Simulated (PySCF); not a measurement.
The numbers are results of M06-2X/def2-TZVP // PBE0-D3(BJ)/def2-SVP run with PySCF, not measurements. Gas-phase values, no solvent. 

Reference species (SMILES): `N` (neutral, multiplicity 1).

```yaml
HOMO–LUMO gap: 10.91 eV
dipole_moment: 1.80 D
HOMO: -9.31 eV
```

Changed species: `C(#N)C` (free base CH3CN; the reference has free base NH3).

Predict the effect on the HOMO–LUMO gap, dipole moment and HOMO.

the HOMO–LUMO gap goes up by 1.34 eV, to 12.25 eV; the dipole moment rises by 2.22 D, to 4.02 D; the HOMO decreases by 1.51 eV, to -10.82 eV.
